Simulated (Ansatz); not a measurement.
A structure relaxed at PBE0-D4/def2-TZVP, charge 0, multiplicity 1:

```
atom   x (Å)   y (Å)   z (Å)
 Cl1  -1.314  -0.257  -2.034
  C2   0.011  -0.570  -0.854
  C3   0.453   0.669  -0.083
  C4  -0.230  -0.022   1.099
  O5  -0.440  -1.209   0.305
  H6   0.744  -1.155  -1.407
  H7   1.535   0.751   0.009
  H8   0.031   1.612  -0.420
  H9   0.390  -0.235   1.971
 H10  -1.180   0.418   1.415
```

Problem. Give its formula and SMILES.

Solution. C3H5ClO, `ClC1CCO1`.

Problem. Summarise the bond lengths by kind.

Solution. 1 × C–Cl 1.802 Å; 2 × C–C 1.525 to 1.530 Å; 2 × C–O 1.398 to 1.443 Å; 5 × C–H 1.087 to 1.093 Å.

Results of the Gaussian-basis code of Ansatz.
